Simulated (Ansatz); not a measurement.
**Worked example: correlation energy of HSeN, singlet**

Geometry: a PBE0/def2-TZVP stationary point for this spin, not checked as a minimum.

```yaml
atoms:
  - { symbol: N, position_ang: [0.0000, 0.0874, 1.4042] }
  - { symbol: Se, position_ang: [0.0000, -0.0334, -0.2390] }
  - { symbol: H, position_ang: [0.0000, 1.4041, -0.7920] }
```

Basis cc-pVDZ; Ansatz 0.2.0. Only valence electrons are correlated (noble-gas cores and the filled d shells of p-block atoms frozen), which leaves 12 electrons in 31 orbitals. Prefix R: restricted or restricted open-shell reference. No spin–orbit coupling is included, and no scalar relativity.

Full CI isn't at hand for all of this; RCCSDTQ serves as the reference, and is uncertain by about the last step of the cluster series.

Runs differ by some tens of microhartree through their thresholds, so steps under 0.03 kcal/mol mean nothing.

| level | total energy (hartree) |
| --- | --- |
| RHF | -2454.710109 |
| RMP2 | -2454.978513 |
| RCCSD | -2455.008620 |
| RCCSD(T) | -2455.022275 |
| RCCSDT | -2455.023090 |
| RCCSDT(Q) | -2455.024750 |
| RCCSDTQ | -2455.024390 |

Problem. What is the correlation energy at RCCSDTQ, and what share of it do RMP2 and RCCSD recover?

Solution. E(corr) = -2455.024390 − (-2454.710109) = -0.314281 hartree = -8.552 eV. RMP2: -0.268404 / -0.314281 = 85.40 %. RCCSD: -0.298511 / -0.314281 = 94.98 %.

Problem. By how many kcal/mol does RCCSD(T) miss RCCSDTQ (1 hartree = 627.509 kcal/mol), and which steps make up the rest?

Solution. -2455.022275 − (-2455.024390) = 0.002115 hartree = 1.33 kcal/mol. Steps: RCCSDT − RCCSD(T) = -0.51, RCCSDT(Q) − RCCSDT = -1.04, RCCSDTQ − RCCSDT(Q) = 0.23 kcal/mol. Differences between like states or geometries often cancel part of this.
